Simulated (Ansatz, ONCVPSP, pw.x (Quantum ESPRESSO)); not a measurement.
# N (bcc): variants of one ONCV potential in the solid

- Element: N (Z = 7)
- Generator: ONCVPSP 4.0.1
- Type: optimised norm-conserving Vanderbilt (ONCV)
- Functional: LDA (Perdew-Wang 92)
- Relativity: scalar-relativistic
- Frozen core: [He]
- Valence charge: 5
- Reference configuration: 2s2 2p2.5 (charge +0.5)
- Partial waves: 2s: rc 1.15 bohr, ncon 4, nbas 8, qcut 7.3 1/bohr, local; 2p: rc 1.40 bohr, ncon 4, nbas 9, qcut 10.5 1/bohr, 2 projectors, debl 3.9 Ha; d scattering state at 0.19 Ha: rc 1.15 bohr, ncon 4, nbas 8, qcut 8.1 1/bohr, 2 projectors, debl 3 Ha
- Local potential: the s channel
- Core correction: Teter function fitted to the true core (icmod 2), fcfact 0.65

Crystal test: bcc N in pw.x 7.5, no spin, 18³ k-points, Fermi–Dirac smearing 0.01 Ry, cutoffs set for each file from its atomic test. The reference is all-electron LAPW (Ansatz 0.2.0) with the same functional, mesh and smearing; V0 and B0 come from Birch–Murnaghan fits to the pressures at five volumes. Errors are pseudo minus all-electron; Δ is the rms difference of the E(V) curves that follow from these fits, minima aligned, over ±6 % about the mean V0. Mesh and smearing are coarse, so the numbers serve the comparison and aren't converged zero-temperature values; the lattice is a test structure that the element need not adopt. Spin polarisation is left out.

All-electron: a0 = 2.375 Å (V0 = 6.70 Å³/atom), B0 = 230.7 GPa.

1 further variants are left out: they gave no file fit for a test, a broken result, the same result as the base, or pressures whose basis-set error rivals the error shown.

```csv
change,cutoffs (Ry),pw.x,a0 (Å),a0 error (%),B0 error (%),Δ (meV/atom),mean pressure error (GPa)
base,105/420,converged,2.373,-0.09,+0.1,0.9,-0.64
"all radii but the core radius scaled by about 0.96 (s 1.10, p 1.36, d 1.10 bohr)",170/680,converged,2.373,-0.09,+0.2,0.9,-0.61
"all radii but the core radius scaled by about 1.08 (s 1.24, p 1.50, d 1.24 bohr)",90/360,converged,2.371,-0.15,+0.2,1.5,-1.05
```

**Question.** Give the row for: all radii but the core radius scaled by about 1.17 (s 1.34, p 1.64, d 1.34 bohr).

**Answer.** pw.x: converged; mean pressure error (GPa): -1.46; a0 (Å): 2.370; a0 error (%): -0.21; B0 error (%): +0.2; Δ (meV/atom): 2.1.
